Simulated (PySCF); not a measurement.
Bonding in `CC(C)CC#[O+]`

Compound: C5H9O (charge +1).
SMILES with atom numbers: `[CH3:1][CH:2]([CH3:3])[CH2:4][C:5]#[O+:6]` (hydrogens: H7, H8, H9 on C1; H10 on C2; H11, H12, H13 on C3; H14, H15 on C4)

Geometry (GFN2-xTB, Å), atoms numbered from 1 in this order:
```xyz
15
C5H9O angstrom
C      0.137    1.422    0.347
C     -0.220    0.127   -0.359
C     -1.612   -0.357    0.009
C      0.804   -1.020    0.075
C      2.043   -0.774   -0.456
O      3.012   -0.496   -0.945
H     -0.554    2.201    0.032
H      1.143    1.758    0.106
H      0.048    1.321    1.426
H     -0.150    0.253   -1.442
H     -1.701   -0.533    1.078
H     -1.884   -1.264   -0.524
H     -2.331    0.413   -0.263
H      0.426   -1.989   -0.278
H      0.838   -1.052    1.172
```

Bond orders from the PBE0/pcSseg-1 density (PySCF). Geometry: GFN2-xTB, one conformer, isolated ion.

Problem. How far do the computed orders between heavy atoms stray from the drawn ones?

Solution. The largest departure is 0.549, at C5–O6 (drawn triple, 2.451). Drawn single, order above 1.12: C4–C5 (1.180). Drawn single, order below 0.88: C2–C4 (0.858). Drawn double or triple, more than 0.30 short of the drawn order: C5–O6 (2.451). The SMILES, with its formal charges, is one Lewis structure only.

Problem. Give the Mayer order of every bond, beside its length.

Solution. 
```tsv
bond	drawn as	length (Å)	Mayer order
C1–C2	single	1.518	1.010
C2–C3	single	1.519	1.037
C2–C4	single	1.598	0.858
C4–C5	single	1.371	1.180
C5–O6	triple	1.120	2.451
C1–H7	single	1.087	0.950
C1–H8	single	1.088	0.953
C1–H9	single	1.088	0.951
C2–H10	single	1.093	0.926
C3–H11	single	1.087	0.950
C3–H12	single	1.086	0.951
C3–H13	single	1.087	0.943
C4–H14	single	1.098	0.860
C4–H15	single	1.098	0.859
```

By pair of heavy elements: C–C: lowest C2–C4 (0.858, 1.598 Å), highest C4–C5 (1.180, 1.371 Å).

Problem. Sum the orders of all bonds at each heavy atom with more than one neighbour and set the sums beside the valence in the SMILES.

Solution. C1 3.864 (drawn 4), C2 3.831 (drawn 4), C3 3.881 (drawn 4), C4 3.757 (drawn 4), C5 3.631 (drawn 4). Orders between atoms that aren't bonded are not in these sums.

Mayer orders depend on the basis set.
